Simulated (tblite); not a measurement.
Give a GFN2-xTB geometry of `C#CCS[CH]C` [radical]. (Doublet state.)

```xyz
13
C5H7S angstrom
C      2.124   -0.628   -2.002
C      1.814   -0.835   -0.864
C      1.395   -1.027    0.497
S      0.421    0.419    1.121
C     -0.927    0.352    0.065
C     -2.145    1.132    0.382
H      2.418   -0.473   -2.997
H      0.761   -1.910    0.592
H      2.254   -1.104    1.164
H     -0.715    0.072   -0.955
H     -3.029    0.612    0.009
H     -2.240    1.268    1.457
H     -2.134    2.124   -0.086
```

Any rigid rotation of these coordinates is as good. Atoms count from 1 in this order. The 2 C–S bonds span 1.714 Å (S4–C5, drawn single) to 1.852 Å (C3–S4, drawn single), a spread of 0.138 Å. The 3 C–C bonds span 1.198 Å (C1≡C2, drawn triple) to 1.480 Å (C5–C6, drawn single), a spread of 0.282 Å. Of the pairs four or more bonds apart, C2···H10 is among the closest relative to their van der Waals radii: 2.69 Å, 93 % of the sum of Bondi's values. C5 (carbon bonded to C, S and H) has angles 120.1°, 119.7° and 116.0°, sum 355.7°, 0.17 Å off the plane of its three neighbours.

Bonds between heavy atoms (Å): C1≡C2 1.198, C2–C3 1.437, C3–S4 1.852, S4–C5 1.714, C5–C6 1.480.

Computed geometry: GFN2-xTB, gas phase. This method treats the open shell by occupation alone, without spin polarisation.

Point group: C1 (no symmetry element, even within 0.4 Å). Its GFN2-xTB frequencies are all real (lowest 57 cm⁻¹). Torsions: C2–C3–S4–C5 63°, C3–S4–C5–C6 166°.

One conformer stands for the species.
